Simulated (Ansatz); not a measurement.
# PS2: the cost of one run

Program: Ansatz 0.2.0, Gaussian basis. Level of theory: def2-QZVPP, core rule «outside noble gas», up to 15 orbitals frozen. These are calculated values, not measurements.

The runs, in order: UHF; ROHF; CCSD(T) on UHF.

2 further runs of the same task are left out: 2 set aside as unsound or not needed.

## (1) The system

The geometry is a PBE0/def2-TZVP stationary point (not a proven minimum).

3 atoms, charge 0, spin multiplicity 2.

Atoms are counted from 1 here; the program's logs count them from 0.

Bond lengths: S1–P2 1.911 Å, P2–S3 1.911 Å. Angles: S1–P2–S3 132.6°.

Coordinates:

```xyz
3
PS2
S     0.0000   -0.2500    1.7504
P     0.0000    0.5177    0.0000
S     0.0000   -0.2500   -1.7504
```

## (2) UHF

in.yaml reads:

```yaml
crystal:
  periodic: [false, false, false]
  atoms:
    - {symbol: S, position_ang: [0.000000, -0.250020, 1.750402]}
    - {symbol: P, position_ang: [0.000000, 0.517658, 0.000000]}
    - {symbol: S, position_ang: [0.000000, -0.250020, -1.750402]}
basis:
  gaussian: {orbitals: "def2-QZVPP.json"}
magnetization: {spin_polarized: true, initial_magnetization: 1}
hamiltonian: {xc: hf}
output: {orbitals: {seedname: orbitals}}
```

Run with:

```bash
$ ansatz run in.yaml --threads 1 --pin off --events-out ev --progress --plain --max-ram 2393MiB
```

Q: Estimate wall time and peak memory on 1 thread of Arm Neoverse V1, shared host.

About 37 s, with a peak of 0.74 GiB.
